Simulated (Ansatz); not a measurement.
A calculation on zinc-blende GaN (metastable phase) returned lattice constant a 4.502 Å, bulk modulus 221 GPa, band gap 10.49 eV.

For reference: lattice constant a 4.5 Å (measured, 300 K, no zero-point or thermal correction; as tabulated in Vurgaftman et al. (2001), doi:10.1063/1.1368156); band gap 3.48 eV (measured, zero-point renormalisation of 0.176 eV (computed, arXiv:2011.12765) added back here; inputs from Vurgaftman et al. (2001), doi:10.1063/1.1368156).

### Question
Which level of theory produced these numbers?
A. r²SCANh (Ansatz, a program for electronic structure)
B. Hartree–Fock (Ansatz)
C. PBE-D4 (Ansatz)
D. B3LYP (VWN-RPA form) (Ansatz)

### Answer
B, Hartree–Fock (Ansatz)

The others give: r²SCANh 4.487 Å, 204 GPa, 2.93 eV; B3LYP (VWN-RPA form) 4.538 Å, 183 GPa, 3.20 eV; PBE-D4 4.502 Å, 186 GPa, 1.74 eV.

Unless a cell is named, each level is at its own relaxed cell (B3LYP (VWN-RPA form) 11.68, Hartree–Fock 11.41, PBE-D4 11.40, r²SCANh 11.29 Å³/atom).

Spin–orbit coupling is included only where a level's name says +SOC; with heavier elements it mostly lowers gaps and can invert bands. Density-functional gaps are differences of (generalised) Kohn–Sham levels.

Ansatz's density-functional and Hartree–Fock values are scalar-relativistic unless marked +SOC, with PAW data made under PBE.
